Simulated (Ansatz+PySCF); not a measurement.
The numbers below are computed, except where a source is named.
A run of PySCF 2.14.0 on singlet C2H4 at this shape:

```xyz
6

C     0.0000    0.0000   -0.6653
C     0.0000    0.0000    1.7298
H     0.0000   -0.9311   -1.2403
H     0.0000    0.9311   -1.2403
H     0.0000   -0.9311    2.3048
H     0.0000    0.9311    2.3048
```

Its results:

```
Converged          : yes
Reference energy   : -76.58840 hartree
Correlation energy : -0.37819 hartree
Total energy       : -76.96660 hartree
```

**Question.** Which input gives this output? Name the method, the orbitals and the basis set, and write the input.

**Answer.** RHF-MP2 in STO-3G. An unrestricted run that stays on the closed shell gives the same numbers.

```python
from pyscf import gto, scf, mp

mol = gto.M(atom="""
C 0.000000 0.000000 -0.665310
C 0.000000 0.000000 1.729810
H 0.000000 -0.931140 -1.240310
H 0.000000 0.931140 -1.240310
H 0.000000 -0.931140 2.304810
H 0.000000 0.931140 2.304810
""", basis='sto-3g', charge=0, spin=0)
mf = scf.RHF(mol)
mf.kernel()
pt = mp.MP2(mf, frozen=2).run()
print(mf.e_tot, pt.e_corr, pt.e_tot)
```

The reference isn't the lowest determinant (another lies 1.81 eV lower), but the same method gives a higher total on the lower determinant. Caution: large amplitudes, a single reference is doubtful; an unrestricted determinant lies well below.
